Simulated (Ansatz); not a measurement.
Cost and result for the atomization energy of C$_{5}$H$_{9}$F, SMILES `FC1CCCC1` (15 atoms, 15 bonds).

```csv
atom,x (Å),y (Å),z (Å)
F1,-0.6300,-2.0459,0.3275
C2,-0.9208,-0.6914,0.5124
C3,-0.9639,-0.0016,-0.8488
C4,0.4066,0.6841,-1.0265
C5,1.2604,0.1868,0.1433
C6,0.2366,-0.0482,1.2484
H7,-1.8690,-0.6548,1.0544
H8,-1.1640,-0.7524,-1.6150
H9,-1.7829,0.7199,-0.8858
H10,0.2918,1.7699,-0.9650
H11,0.8592,0.4681,-1.9955
H12,2.0465,0.8894,0.4257
H13,1.7411,-0.7615,-0.1121
H14,0.5887,-0.6705,2.0727
H15,-0.1002,0.9080,1.6643
```

Charge 0, multiplicity 1. All single points use the PBE0-D4/def2-TZVP geometry. Program: Ansatz. All runs use 4 threads of an Arm Neoverse V1 on a shared host. Times are those of one run each, without the atoms' runs, and a repeat can differ threefold. Electronic energies, without spin–orbit coupling; frozen cores. CCSD(T)/CBS adds CCSD(T) − MP2 in def2-TZVPP to the MP2 limit, and its time is that of the two runs behind it. T1 = 0.010.

CCSD(T)/CBS is a level of theory with its own doubt, some kJ/mol a heavy atom from the limit and from the frozen cores, so smaller differences don't rank the functionals.

```json
{"level": "BLYP-D4/def2-TZVPP", "functions": "312", "wall time": "3.2 s", "atomization (kcal/mol)": "1468.3", "difference from CCSD(T)/CBS": "-7.3", "per bond": "-0.5"}
{"level": "PBE-D4/def2-TZVPP (with forces)", "functions": "312", "wall time": "3.6 s", "atomization (kcal/mol)": "1511.2", "difference from CCSD(T)/CBS": "35.6", "per bond": "2.4"}
{"level": "PBE0-D4/def2-TZVPP", "functions": "312", "wall time": "4.7 s", "atomization (kcal/mol)": "1490.9", "difference from CCSD(T)/CBS": "15.3", "per bond": "1.0"}
{"level": "r2SCAN-D4/def2-TZVPP (with forces)", "functions": "312", "wall time": "7.5 s", "atomization (kcal/mol)": "1481.0", "difference from CCSD(T)/CBS": "5.4", "per bond": "0.4"}
{"level": "r2SCANh-D4/def2-TZVPP", "functions": "312", "wall time": "8 s", "atomization (kcal/mol)": "1474.6", "difference from CCSD(T)/CBS": "-1.0", "per bond": "-0.1"}
{"level": "B2PLYP/def2-TZVPP", "functions": "312", "wall time": "11 s", "atomization (kcal/mol)": "1462.0", "difference from CCSD(T)/CBS": "-13.6", "per bond": "-0.9"}
{"level": "PBE-QIDH/def2-TZVPP", "functions": "312", "wall time": "11 s", "atomization (kcal/mol)": "1479.2", "difference from CCSD(T)/CBS": "3.6", "per bond": "0.2"}
{"level": "ωB97X-V/def2-TZVPP", "functions": "312", "wall time": "11 s", "atomization (kcal/mol)": "1480.5", "difference from CCSD(T)/CBS": "4.9", "per bond": "0.3"}
{"level": "ωB97M-V/def2-TZVPP (with forces)", "functions": "312", "wall time": "17 s", "atomization (kcal/mol)": "1481.3", "difference from CCSD(T)/CBS": "5.7", "per bond": "0.4"}
{"level": "CCSD(T)/def2-SVP", "functions": "129", "wall time": "19 s", "atomization (kcal/mol)": "1422.0", "difference from CCSD(T)/CBS": "-53.6", "per bond": "-3.6"}
{"level": "MP2/def2-QZVPP", "functions": "612", "wall time": "48 s", "atomization (kcal/mol)": "1485.2", "difference from CCSD(T)/CBS": "9.6", "per bond": "0.6"}
{"level": "CCSD(T)/def2-TZVPP", "functions": "312", "wall time": "25 min", "atomization (kcal/mol)": "1444.2", "difference from CCSD(T)/CBS": "-31.4", "per bond": "-2.1"}
{"level": "CCSD(T)/CBS(def2)", "functions": "–", "wall time": "26 min", "atomization (kcal/mol)": "1475.6", "difference from CCSD(T)/CBS": "0.0", "per bond": "0.0"}
```

The D4 term adds +11.3 kcal/mol with B3LYP and +5.9 kcal/mol with PBE0; it sums over pairs of atoms, weighted by their polarisabilities, and B3LYP, whose exchange is more repulsive, gets the larger term. From r2SCAN to r2SCAN0 (25 % exact exchange), in def2-TZVPP and without D4, the atomization energy moves by −15.7 kcal/mol: exact exchange takes away binding that semilocal exchange gives to molecules. In def2-TZVPP, CCSD(T) changes the Hartree–Fock value by +337.4 kcal/mol (the triples alone add +19.3 kcal/mol) and MP2 by +360.0 kcal/mol; breaking electron pairs costs correlation energy, which Hartree–Fock lacks.

B3LYP here is the variant with VWN-RPA as its local correlation; programs differ in this.
